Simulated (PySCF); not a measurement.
## Electric field gradients and quadrupole coupling constants

Compound: C5H11N.
Numbering: `[CH3:1][NH:2][CH:3]1[CH2:4][CH2:5][CH2:6]1` (hydrogens: H7, H8, H9 on C1; H10 on N2; H11 on C3; H12, H13 on C4; H14, H15 on C5; H16, H17 on C6)

Structure used (GFN2-xTB), in Å, numbered top down from 1:
```xyz
17
C5H11N angstrom
C      2.3379   -0.2730   -0.0194
N      1.2050    0.5635   -0.3564
C      0.0084    0.2156    0.3744
C     -1.2234    1.0720    0.0391
C     -2.0395   -0.2109   -0.1746
C     -0.7376   -1.0247   -0.1562
H      3.2006    0.0437   -0.6027
H      2.0986   -1.3032   -0.2815
H      2.6009   -0.2434    1.0499
H      1.4322    1.5392   -0.1833
H      0.1845    0.1498    1.4629
H     -1.5700    1.7455    0.8203
H     -1.0739    1.6300   -0.8822
H     -2.6915   -0.4390    0.6662
H     -2.6186   -0.2580   -1.0938
H     -0.7258   -1.9063    0.4808
H     -0.3948   -1.2886   -1.1534
```

Field gradients from the B3LYP/pcJ-1 density (PySCF, non-relativistic), principal values in atomic units, ordered |Vxx| ≤ |Vyy| ≤ |Vzz|:

```tsv
atom	Vxx	Vyy	Vzz
N2	0.5702	0.6370	-1.2072
```

**Question.** Find the asymmetry η = (Vxx − Vyy)/Vzz and the couplings χ = eQV/h (234.96 MHz × Q in barn × V in au), with Q(14N) = 0.02044 b.

**Answer.** 
```
atom               environment  nucleus     η  χzz (MHz)  χxx (MHz)  χyy (MHz)
  N2  secondary amine nitrogen      14N  0.06      -5.80       2.74       3.06
```

**Question.** What is Vzz at N2 in SI units (1 au = 9.71736 × 10²¹ V/m²)?

**Answer.** -1.2072 au = -11.731 × 10²¹ V/m².

**Question.** What couplings would deuterons (Q(2H) = 0.00286 b) have in place of the hydrogens, at this geometry?

**Answer.** 
```tsv
atom	bonded to	bond length (Å)	Vzz (au)	η	χzz (kHz)
H7	C1	1.088	0.3001	0.05	202
H8	C1	1.090	0.2965	0.06	199
H9	C1	1.102	0.2773	0.06	186
H10	N2	1.017	0.3775	0.19	254
H11	C3	1.105	0.2692	0.06	181
H12	C4	1.088	0.3042	0.00	204
H13	C4	1.087	0.3018	0.01	203
H14	C5	1.088	0.3026	0.01	203
H15	C5	1.087	0.3046	0.00	205
H16	C6	1.088	0.3048	0.00	205
H17	C6	1.087	0.3023	0.02	203
```

Isolated species at its GFN2-xTB geometry (one conformer only). GFN2-xTB bond lengths can be off by several hundredths of an ångström, more for odd bonds, and the gradients follow them. With so small a basis the couplings can be 20 % off.

The run behind these numbers computed spin–spin couplings as well. Hardware: Arm Neoverse V2, one thread, on a shared host. Cost: 66 s of wall time, 1.1 GiB resident at most.
